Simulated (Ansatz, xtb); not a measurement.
# Two structures of CH2SSi

Structure I is a singlet given by its coordinates and structure II is `C=[Si]=S`, a singlet. Both are isolated molecules in the gas phase, relaxed with PBE0-D4/def2-TZVP.

I (Å):

```yaml
atoms:
  - { symbol: C, position_ang: [-1.2421, -1.0821, -0.5041] }
  - { symbol: S, position_ang: [-1.8996, -0.4872, 0.8702] }
  - { symbol: Si, position_ang: [-2.9354, -0.9800, -1.2487] }
  - { symbol: H, position_ang: [-3.1760, -2.4656, -0.9823] }
  - { symbol: H, position_ang: [-0.1916, -1.3346, -0.6241] }
```

Close contacts (Å): C1–S2 1.64, C1–Si3 1.85, S2–Si3 2.41, C1–H5 1.09, Si3–H4 1.53.

II (Å):

```xyz
5

C    -2.3693   -1.6047   -1.1170
S    -0.3225   -0.2074    1.4996
Si   -1.4142   -0.9528    0.1039
H    -3.3560   -1.9923   -0.8983
H    -2.0095   -1.6450   -2.1370
```

Task: Estimate which is lower in electronic energy at CCSD(T)/def2-TZVPP, and by roughly how much.

Result: The CCSD(T)/def2-TZVPP calculation puts structure II lower, by 21.9 kcal/mol.

Level by level:

```
             level           geometry  E(II) − E(I) (kcal/mol)  departure from the last row (kcal/mol)  job, with rough time for the two
 PBE0-D4/def2-TZVP  PBE0-D4/def2-TZVP                     −21.7                                    +0.2                optimisation, 59 s
     HF/def2-TZVPP  PBE0-D4/def2-TZVP                     −24.2                                    −2.3           part of the CCSD(T) run
    MP2/def2-TZVPP  PBE0-D4/def2-TZVP                     −26.2                                    −4.3           part of the CCSD(T) run
CCSD(T)/def2-TZVPP  PBE0-D4/def2-TZVP                     −21.9                                                        single point, 70 s
```

None of the levels shown reverses the order. The largest departure from CCSD(T)/def2-TZVPP is that of MP2/def2-TZVPP, 4.3 kcal/mol. Levels run at GFN2-xTB geometries aren't shown.

With harmonic frequencies from PBE0-D4/def2-TZVP (ideal gas, rigid rotor, one conformer each, 298.15 K, 1 atm): the zero-point term adds +1.1 kcal/mol; ΔH is −20.3 and ΔG −20.4 kcal/mol.

The T1 diagnostic of structure I is large, so the coupled-cluster value is less sure. The correlated steps freeze 11 core orbitals. Mirror images aren't counted in ΔG. Codes used: Ansatz 0.2.0; the last row on 2 threads of Intel(R) Xeon(R) Processor @ 2.50GHz (Skylake/Cascade Lake) on a shared host.
